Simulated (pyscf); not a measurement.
# Substitution at N: `[NH2][B]([Cl])[Cl]` + `[H]` [doublet] → `[NH3]` + `[Cl][B][Cl]` [doublet]

Gas phase, doublet surface, charge 0. Bonds broken: N1–B2. Bonds formed: N1–H7. Optimised with ωB97X-D3(BJ)/def2-SVP in PySCF.

Transition state (Å):

```xyz
7

N     -0.3240     0.5825     0.1147
B     -1.5048    -0.0440    -0.4711
Cl    -1.8638    -1.7132    -0.0059
Cl    -2.1588     0.6656    -1.9544
H     -0.1390     0.3115     1.0792
H     -0.2987     1.5972     0.0252
H      0.9058     0.3159    -0.3971
```

One imaginary mode, 1809i cm⁻¹; descent along it reached the two sides named, in the forms told below.

```csv
bond,change,reactant side (Å),saddle,product side
N1–B2,breaks,1.390,1.459,1.614
N1–H7,forms,3.5,1.359,1.029
```

Electronic energies relative to the separated reactants (kJ/mol):

```
level                   barrier  reaction energy  reverse barrier
----------------------  -------  ---------------  ---------------
ωB97X-D3(BJ)/def2-TZVP     77.3           +115.4            -38.1
PBE/def2-TZVP              30.9           +100.8            -69.9
r²SCAN/def2-TZVP           33.6            +95.9            -62.4
B3LYP-D3(BJ)/def2-TZVP     44.8           +100.2            -55.4
PBE0-D3(BJ)/def2-TZVP      48.1           +111.0            -63.0
M06-2X/def2-TZVP           67.3           +112.4            -45.1
ωB97M-D3(BJ)/def2-TZVP     70.8           +117.5            -46.7
HF/def2-TZVP              146.6           +111.6             35.0
```

With ωB97M-D3(BJ)/def2-TZVP energies and thermal terms (ideal gas, 1 atm, RRHO with modes under 100 cm⁻¹ raised to 100, one conformer, R ln 2 for chiral ones without a mode under 150 cm⁻¹), in kJ/mol:

```
T (K)   ΔH‡    ΔG‡      ΔH      ΔG
-----  ----  -----  ------  ------
298    76.3  105.0  +131.1  +114.9
600    72.1  135.9  +125.9  +100.4
900    69.5  168.3  +119.8   +89.0
1200   67.5  201.6  +114.0   +79.6
```

On the product side the descent ends in an adduct with a B–N contact, 123.9 kJ/mol under the separated species and 85.8 kJ/mol under the saddle at ωB97X-D3(BJ)/def2-TZVP. At ωB97X-D3(BJ)/def2-TZVP, PBE, r²SCAN, B3LYP-D3(BJ), PBE0-D3(BJ), M06-2X, ωB97M-D3(BJ) the saddle lies under the separated products, which points to a path from their complex (located at ωB97X-D3(BJ) alone), and parting the products costs more than the saddle. What is counted as broken (B–N) persists as a longer contact in the product adduct; parting that adduct is a step of its own. One saddle was located; it need not be the lowest between these sides. The angle at the attacked N is 120°.
